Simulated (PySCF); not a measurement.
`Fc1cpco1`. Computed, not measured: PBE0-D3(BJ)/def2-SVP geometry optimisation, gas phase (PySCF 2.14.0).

```
atom  x, y, z in Å
F1    -1.1084    1.6575    1.7821
C2    -0.4834    0.6765    1.1892
C3    -0.7893   -0.6407    1.1391
P4     0.4440   -1.4954    0.1749
C5     1.2180    0.0090   -0.0428
O6     0.6138    1.0634    0.5491
H7    -1.6621   -1.0723    1.6257
H8     2.1263    0.2747   -0.5824
```

(1) What is the repulsion energy of the bare nuclei, Σ ZA·ZB/RAB?

(2) Which two atoms are farthest apart?

(3) Work out the bond lengths C2–C3, C3–P4, P4–C5, C5–H8 in Å.

(4) Where is the centre of mass (commonest isotopes), and what is the radius of gyration?

(5) How far apart are these pairs, which share no bond: C2···H7, C2···H8, C3···H8, P4···H7, P4···H8, O6···H7, O6···H8?

(6) Give the dihedral angles F1–C2–C3–P4, H8–C5–O6–C2, O6–C2–C3–H7, P4–C5–O6–C2, F1–C2–C3–H7.

(7) Write the matrix of distances between heavy atoms (Å, lower triangle).

Answers

(1) 277.87 Eh over 28 pairs, with full nuclear charges and distances in bohr; the largest single term is 27.92 Eh (P4 with C5).

(2) H7···H8, 4.59 Å; the next longest distance is 4.24 Å.

(3) For C2–C3 the difference vector is (-0.3059, -1.3172, -0.0501) Å, of length 1.3532 Å. C2–C3 1.353; C3–P4 1.784; P4–C5 1.706; C5–H8 1.089 Å.

(4) Mass 103.983 u; centre at (0.022, 0.018, 0.736) Å; Rg = √(Σ m r²/M) = 1.603 Å. As Ia + Ib + Ic = 2 Σ m r², the three principal moments sum to 534.7 u·Å².

(5) C2···H7 2.154 Å (2 bonds apart); C2···H8 3.180 Å (3 bonds apart); C3···H8 3.507 Å (3 bonds apart); P4···H7 2.592 Å (2 bonds apart); P4···H8 2.557 Å (2 bonds apart); O6···H7 3.302 Å (3 bonds apart); O6···H8 2.047 Å (2 bonds apart).

(6) F1–C2–C3–P4 180° (antiperiplanar); H8–C5–O6–C2 180° (antiperiplanar); O6–C2–C3–H7 180° (antiperiplanar); P4–C5–O6–C2 0° (synperiplanar); F1–C2–C3–H7 0° (synperiplanar). Dihedral signs follow IUPAC: positive where, seen along the central bond, the front bond turns clockwise onto the rear one.

(7) 
```
F1    0.000
C2    1.306  0.000
C3    2.408  1.353  0.000
P4    3.864  2.570  1.784  0.000
C5    3.385  2.204  2.418  1.706  0.000
O6    2.200  1.328  2.285  2.592  1.352  0.000
```

No PBE0-D3(BJ)/def2-SVP frequencies stand behind this structure, so it isn't proved a minimum.
